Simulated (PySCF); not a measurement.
Stepwise substitution at one centre (Si Br-H). Gas-phase values, no solvent. Strings in code marks are SMILES.

All values below come from PySCF with PBE-D3(BJ)/def2-TZVP // r2SCAN-D4/def2-TZVP. All candidates: neutral, multiplicity 1. 

```yaml
HOMO: -8.51 eV
HOMO–LUMO gap: 8.75 eV
dipole_moment: 0.00 D
```

**Question.** Identify which member has these values.
(A) `Br[SiH](Br)Br`
(B) `[SiH4]`
(C) `Br[Si](Br)(Br)Br`
(D) `Br[SiH2]Br`

**Answer.** B, `[SiH4]`. The others give `Br[SiH](Br)Br`: -7.31 eV, 5.31 eV, 0.56 D; `Br[Si](Br)(Br)Br`: -7.40 eV, 4.83 eV, 0.00 D; `Br[SiH2]Br`: -7.34 eV, 5.80 eV, 0.97 D
